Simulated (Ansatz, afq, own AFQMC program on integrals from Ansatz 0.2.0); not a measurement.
# SiH3⁻, singlet → SiH3, doublet

```xyz
4

Si    0.0000    0.0000   -0.0804
H     1.3052   -0.0002    0.7466
H    -0.6524    1.1304    0.7466
H    -0.6528   -1.1302    0.7466
```

E(doublet, charge +0) − E(singlet, charge -1) at this geometry, on RHF and UHF determinants.

Basis aug-cc-pVDZ. Noble-gas cores (and the filled d shells of Ga–Kr and In–Xe) are frozen. AFQMC by an in-house program on the Cholesky factors that Ansatz 0.2.0 writes for its CCSD(T) run. ph-AFQMC/CISD is guided by a CISD state made of CCSD amplitudes; releasing the constraint for a short imaginary time cuts its bias at the price of noise, slowly where states lie close. ± is one standard error of the sampling. The errors of all members are added in quadrature.

No full CI on the walks' own integrals is used here; CCSDT(Q) serves as the reference and is uncertain by about the last step of the cluster series. Each member takes its own surest rung, up to full CI.

Errors are counted within aug-cc-pVDZ, not against nature.

Cautions: SiH₃ (doublet): the released energies are still falling, so no released level is given (meV from the phaseless value at times in 1/Eh: -3 ± 6 at 0.24, -9 ± 5 at 0.50, -10 ± 4 at 1.00, -15 ± 5 at 1.50), though the last usable value meets CCSDT(Q) within the noise.

```
level  vertical detachment energy (kcal/mol)
   HF                                   20.1
  MP2                                   38.9
```

(1) From these cheaper values, estimate the vertical detachment energy at the reference level in aug-cc-pVDZ.

(1) 41.5 kcal/mol (CCSDT(Q) in aug-cc-pVDZ).

```tsv
level	vertical detachment energy (kcal/mol)	error against CCSDT(Q) (kcal/mol)
CCSD	40.3	-1.2
CCSD(T)	41.4	-0.1
CCSDT	41.4	-0.1
ph-AFQMC/CISD	42.1 ± 0.3	0.6 ± 0.3
```

Correlation beyond CCSD(T) adds 0.1 kcal/mol. The perturbative (T) step is worth +1.1 kcal/mol.

A walk keeps the symmetry of its determinant, which the program's search chose and which needn't be the lowest solution, so a lower state of the same spin and another symmetry isn't excluded.
